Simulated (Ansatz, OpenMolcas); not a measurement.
## BH3 (SMILES [H]B([H])[H]): methods side by side

The species is BH3 (4 atoms), meant as a singlet with charge 0. SMILES: `[H]B([H])[H]`. The shape is that of a GFN2-xTB optimisation.

```xyz
4

B     0.0001    0.0000   -0.0014
H     1.1639   -0.0303    0.0153
H    -0.5553    1.0234   -0.0186
H    -0.6086   -0.9931    0.0048
```

Each level gives the vertical energy of the triplet above the singlet (eV). The values are calculated.

```json
{"level": "HF/6-31G* (spherical functions)", "kind": "Hartree–Fock", "program": "Ansatz", "value (eV)": "5.64", "less CCSDT/6-31G*": "+0.04", "CPU time (all runs)": "0.27 s"}
{"level": "SVWN5/6-31G* (spherical functions)", "kind": "LDA", "program": "Ansatz", "value (eV)": "5.07", "less CCSDT/6-31G*": "-0.53", "CPU time (all runs)": "1.9 s"}
{"level": "PBE/6-31G* (spherical functions)", "kind": "GGA", "program": "Ansatz", "value (eV)": "5.13", "less CCSDT/6-31G*": "-0.47", "CPU time (all runs)": "3.6 s"}
{"level": "revPBE/6-31G* (spherical functions)", "kind": "GGA", "program": "Ansatz", "value (eV)": "5.17", "less CCSDT/6-31G*": "-0.43", "CPU time (all runs)": "3.3 s"}
{"level": "r2SCAN/6-31G* (spherical functions)", "kind": "meta-GGA", "program": "Ansatz", "value (eV)": "5.16", "less CCSDT/6-31G*": "-0.44", "CPU time (all runs)": "7.4 s"}
{"level": "B3LYP/6-31G* (spherical functions)", "kind": "global hybrid", "program": "Ansatz", "value (eV)": "5.53", "less CCSDT/6-31G*": "-0.07", "CPU time (all runs)": "3.8 s"}
{"level": "wB97M-V/6-31G* (spherical functions)", "kind": "range-separated hybrid", "program": "Ansatz", "value (eV)": "5.70", "less CCSDT/6-31G*": "+0.10", "CPU time (all runs)": "33 s"}
{"level": "B2PLYP/6-31G* (spherical functions)", "kind": "double hybrid", "program": "Ansatz", "value (eV)": "5.67", "less CCSDT/6-31G*": "+0.07", "CPU time (all runs)": "4.2 s"}
{"level": "CCSDT/6-31G* (spherical functions)", "kind": "coupled cluster or CI", "program": "Ansatz", "value (eV)": "5.60", "less CCSDT/6-31G*": "0.00", "CPU time (all runs)": "1.4 s"}
{"level": "FCI/3-21G, open shells restricted", "kind": "exact in the basis", "program": "OpenMolcas", "value (eV)": "5.57", "less CCSDT/6-31G*": "-0.03", "CPU time (all runs)": "7.5 s"}
```

Differences are taken from CCSDT/6-31G* (spherical functions) for orientation; it has basis-set and higher-order errors of its own. The values span 5.07 to 5.70 eV. A triplet this far above the singlet is often a Rydberg-like or dissociative state; sets without diffuse functions put Rydberg states too high. High-level rows in very small sets aren't better than simpler rows in larger ones. Times are those of the runs behind each value, whatever else they computed, on shared processors of several kinds: orders of magnitude only.
